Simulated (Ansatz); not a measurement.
**AlH₂F+ (doublet): wave-function methods side by side, def2-TZVPP**

One table from this session's results is given with a row withheld; the runs are named, their logs left out.

Program: Ansatz 0.2.0, Gaussian basis. Level of theory: def2-TZVPP, core rule «outside noble gas», up to 6 orbitals frozen. These are calculated values, not measurements.

Plan: UHF; ROHF; CCSD(T) on UHF.

2 further runs of the same task are left out: 2 set aside as unsound or not needed.

## The geometry

The geometry is a PBE0/def2-TZVP stationary point (not a proven minimum) of the parent state, kept for this charge and spin.

4 atoms, charge 1, spin multiplicity 2.

Atoms are counted from 1 here; the program's logs count them from 0.

Bond lengths: Al1–F2 1.669 Å, Al1–H3 1.928 Å, Al1–H4 1.928 Å. Angles: F2–Al1–H3 80.3°, F2–Al1–H4 80.3°, H3–Al1–H4 160.7°.

The first run:

in.yaml

```yaml
crystal:
  periodic: [false, false, false]
  atoms:
    - {symbol: Al, position_ang: [0.000000, 0.000000, 0.674065]}
    - {symbol: F, position_ang: [0.000000, 0.000000, -0.994493]}
    - {symbol: H, position_ang: [0.000000, -1.900804, 0.350451]}
    - {symbol: H, position_ang: [0.000000, 1.900804, 0.350450]}
basis:
  gaussian: {orbitals: def2-TZVPP}
total_charge: 1
magnetization: {spin_polarized: true, initial_magnetization: 1}
hamiltonian: {xc: hf}
output: {orbitals: {seedname: orbitals}}
```

Launch:

```
ansatz run in.yaml --threads 1 --pin off --events-out ev --progress --plain --max-ram 2816MiB --backend cpu
```

Among the steps run: UHF; ROHF; CCSD(T) on UHF.

One of the session's tables, all rows but one given; the rest of the session is left out.

| method | from UCCSD(T) (meV) |
| --- | --- |
| ROHF | +9888.6 |
| UHF | +9005.5 |
| UMP2 | +850.8 |
| UCCSD | ? |
| UCCSD(T) | 0 |

Estimate the missing values for UCCSD.

The run gave: from UCCSD(T) (meV): +312.0. In the column «from UCCSD(T) (meV)» it lies between UCCSD(T) (0) and UMP2 (+850.8).

Caveats from the session: The determinant is far from a pure spin state, so its energy mixes those of several spin states (harmless only where they are near-degenerate, as at dissociation).
